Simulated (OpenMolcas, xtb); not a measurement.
# Si3H7 (SMILES [SiH3][SiH][SiH3]): methods side by side

Si3H7: 10 atoms, total charge 0, spin state doublet. SMILES: `[SiH3][SiH][SiH3]`. The coordinates come from a PBE0-D4/def2-TZVP relaxation.

```xyz
10

Si   -1.3269    0.8549   -1.2092
Si    0.7194   -0.1316   -0.7196
Si    1.0004   -1.0033    1.4161
H    -2.4119   -0.0652   -0.7771
H    -1.4437    1.0898   -2.6730
H    -1.5055    2.1579   -0.5089
H     1.8858    0.6722   -1.1846
H    -0.1781   -1.8495    1.7413
H     1.1150    0.0641    2.4493
H     2.2285   -1.8403    1.4688
```

Each level gives the energy change with the Si3–H8 bond stretched from 1.487 to 1.933 Å (eV). The values are calculated.

```
            level                   kind     program  value (eV)  less CCSD(T)/cc-pVDZ  CPU time (all runs)
           GFN-FF            force field         xtb        3.19                 +2.24            under 2 s
         GFN0-xTB         semi-empirical         xtb        0.69                 -0.26            under 2 s
      UHF/cc-pVDZ           Hartree–Fock  OpenMolcas        1.07                 +0.12                 15 s
   USVWN5/cc-pVDZ                    LDA  OpenMolcas        0.84                 -0.11                 52 s
    UBLYP/cc-pVDZ                    GGA  OpenMolcas        0.84                 -0.11                 89 s
   UM06-L/cc-pVDZ               meta-GGA  OpenMolcas        0.98                 +0.03                2 min
   UBHLYP/cc-pVDZ          global hybrid  OpenMolcas        1.03                 +0.08                 95 s
    UPBE0/cc-pVDZ          global hybrid  OpenMolcas        0.94                 -0.01                 90 s
ROCCSD(T)/cc-pVDZ  coupled cluster or CI  OpenMolcas        0.95                  0.00                 62 s
```

Differences are taken from ROCCSD(T)/cc-pVDZ for orientation; it has basis-set and higher-order errors of its own. The first shape isn't each level's own minimum. The values span 0.69 to 3.19 eV. Times are those of the runs behind each value, whatever else they computed, on shared processors of several kinds: orders of magnitude only.
